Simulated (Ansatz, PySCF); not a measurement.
Dimer: H2O (SMILES O) (first 3 atoms) with H2O (SMILES O); geometry from NCB31 set.
(charge 0, multiplicity 1):
```tsv
atom	x (Å)	y (Å)	z (Å)
O	1.5317	0.0059	-0.1209
H	0.5760	-0.0052	0.0250
H	1.9062	-0.0376	0.7632
O	-1.3962	-0.0050	0.1068
H	-1.7894	-0.7423	-0.3710
H	-1.7770	0.7776	-0.3043
```

Basis-set superposition error: the interaction energy with monomers in their own basis, and in the dimer's basis (counterpoise).

The values were computed with Ansatz (Gaussian orbitals); PySCF for 6-31G* rows. Each number belongs to the level named beside it.

```
level                uncorrected (meV)  counterpoise (meV)  difference
-------------------  -----------------  ------------------  ----------
HF/aug-cc-pVDZ                  -170.3              -160.3        10.1
SVWN5/def2-TZVPPD               -333.8              -331.6         2.2
PBE/def2-TZVPPD                 -214.6              -213.2         1.4
revPBE/def2-TZVPPD              -149.0              -147.7         1.3
B3LYP/6-31G*                    -311.0              -246.7        64.3
B3LYP/def2-TZVPPD               -197.0              -195.6         1.3
BHLYP/def2-TZVPPD               -217.2              -216.2         1.1
MP2/6-31G*                      -305.8              -230.7        75.1
SCS-MP2/aug-cc-pVDZ             -210.7              -174.2        36.5
CCSD/aug-cc-pVTZ                -215.9              -197.4        18.5
```

The error is largest for MP2/6-31G* (75.1 meV) and smallest for BHLYP/def2-TZVPPD (1.1 meV).

Ansatz is a program for electronic structure.
